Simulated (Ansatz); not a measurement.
in.yaml

```yaml
crystal:
  periodic: [false, false, false]
  atoms:
    - {symbol: As, position_ang: [0.000000, -0.049963, 1.115759]}
    - {symbol: As, position_ang: [0.000000, 0.049963, -1.115759]}
    - {symbol: H, position_ang: [0.000000, 1.474239, 1.247852]}
    - {symbol: H, position_ang: [0.000000, -1.474239, -1.247852]}
basis:
  gaussian: {orbitals: cc-pVDZ}
total_charge: 1
magnetization: {spin_polarized: true, initial_magnetization: 1}
hamiltonian: {xc: hf}
output: {orbitals: {seedname: orbitals}}
```

```sh
$ ansatz run in.yaml --threads 1 --pin off --events-out ev --progress --plain --max-ram 4096MiB --backend cpu
```

Log:

```
746 factors; integrals over basis functions are off by at most 1.3e-3 eV
mean field evaluation 1: about -121611.4398 eV, gradient 7.6e0 eV
mean field evaluation 2: about -121611.4427 eV, gradient 7.6e0 eV
mean field evaluation 4: about -121612.1455 eV, gradient 1.3e0 eV
mean field evaluation 8: about -121612.2096 eV, gradient 6.4e-2 eV
mean field evaluation 16: about -121612.2099 eV, gradient 7.2e-4 eV
mean field evaluation 32: about -121612.0010 eV, gradient 3.1e0 eV
mean field evaluation 64: about -121612.2099 eV, gradient 2.1e-5 eV
mean field evaluation 96: about -121612.4617 eV, gradient 7.3e-1 eV
mean field evaluation 128: about -121612.7014 eV, gradient 1.9e0 eV
mean field -121612.74862431 eV, -4469.1860798619 hartree, gradient 2.0e-6 eV, S^2 0.755835; 6 other end points of the search recorded, 0 dependent functions left out
reference -121612.74862431 eV, -4469.1860798619 hartree; 34, 33 occupied and 30, 31 virtual orbitals, 746 factors
Total energy: -121612.74862431 eV, -4469.1860798619 hartree
```

Ran on 1 thread of AMD EPYC 7R13, shared host: 8.5 s wall, 0.19 GiB peak host memory.
